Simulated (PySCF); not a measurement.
# Core-level binding energies of `Cn1cncn1`

C3H5N3.
Structure used (GFN2-xTB), in Å, numbered top down from 1:
```xyz
11
C3H5N3 angstrom
C     -1.6067   -0.2347   -0.0425
N     -0.1851   -0.0565   -0.0206
C      0.5365    1.0738    0.0750
N      1.8181    0.7940    0.0856
C      1.8413   -0.5494   -0.0059
N      0.6516   -1.0984   -0.0710
H     -1.9928   -0.3683    0.9710
H     -2.0794    0.6351   -0.4964
H     -1.8333   -1.1268   -0.6242
H      0.1090    2.0539    0.1294
H      2.7462   -1.1200   -0.0263
```

Method: PySCF 2.14.0, delta-SCF UKS SCAN, pcX-2 on the ionised atom, pcseg-1 elsewhere, spin-free X2C. Each binding energy is the total energy of the core-ionised species, with the hole localised on one atom, minus that of the ground state; both are solved self-consistently, so orbital relaxation is included.

Q: Give the core binding energies atom by atom.

A: 
```tsv
atom(s)	bonded to	level	binding energy (eV)	above the level's lowest (eV)	count
C5	2 N (aromatic in the SMILES) and H	C 1s	291.68	0.00	1
C3	2 N (aromatic in the SMILES) and H	C 1s	292.21	+0.53	1
C1	N and 3 H	C 1s	292.63	+0.95	1
N4	2 C (aromatic in the SMILES)	N 1s	404.64	0.00	1
N6	N (aromatic in the SMILES) and C (aromatic in the SMILES)	N 1s	405.40	+0.76	1
N2	N (aromatic in the SMILES), C (aromatic in the SMILES) and C	N 1s	407.40	+2.76	1
```

Lowest listed C 1s: C5, bonded to 2 N (aromatic in the SMILES) and H. Highest, 0.95 eV above it: C1, bonded to N and 3 H. Summing the Pauling electronegativity differences to the bonded atoms, each weighted by its formal bond order, gives +1.12 for the lowest site and -0.56 for the highest; the largest sum, +1.12, belongs to C3, 0.42 eV below the top. The smallest sum, -0.56, belongs to C1, 0.95 eV above the lowest.

The listed N 1s values span 2.76 eV, from N4 (bonded to 2 C (aromatic in the SMILES)) to N2 (bonded to N (aromatic in the SMILES), C (aromatic in the SMILES) and C). The widest gap between neighbouring values is 2.00 eV, between 405.40 and 407.40 eV. Summing the Pauling electronegativity differences to the bonded atoms, each weighted by its formal bond order, gives -1.47 for the lowest site and -1.23 for the highest; the largest sum, -0.74, belongs to N6, 2.00 eV below the top.

Q: Which photon energy gives electrons from C 1s of C5 a kinetic energy of 150 eV, and what is their de Broglie wavelength?

A: hν = 291.68 + 150 = 441.68 eV, recoil neglected; λ = 12.264 Å/√(E/eV) = 1.00 Å.

Geometry: GFN2-xTB; no solvent, vibrations or thermal averaging.

The run took 71 s of wall time on one thread of an x86-64 server, on a shared host.
